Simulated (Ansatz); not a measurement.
Basis-set extrapolation for BH3P2 (`B1PP1`) (PBE0-D4/def2-TZVP geometry, frozen core, the Gaussian-basis code of Ansatz). Multiplicity 1, RHF reference.

```csv
,def2-TZVPP,def2-QZVPP
HF,-707.894196,-707.914451
MP2 correlation,-0.398397,-0.428565
CCSD(T) correlation,-0.462825,not run
```

Energies in hartree. Use E(X) = E(∞) + A·exp(−7.88·√X) for Hartree–Fock and E(X) = E(∞) + B·X^(−2.97) for correlation, with X = 3 and 4, and add CCSD(T) minus MP2 of the smaller set to the MP2 limit.

Problem. What is the CCSD(T) energy at the basis-set limit?

Solution. HF limit: -707.914451 + (-0.020255) × 0.13774 = -707.91724. MP2 limit: -0.428565 + (-0.030168) × 0.74074 = -0.45091. Higher-order term: -0.462825 − (-0.398397) = -0.06443. Total: -708.43258 hartree, 2.06 eV below CCSD(T)/def2-TZVPP.
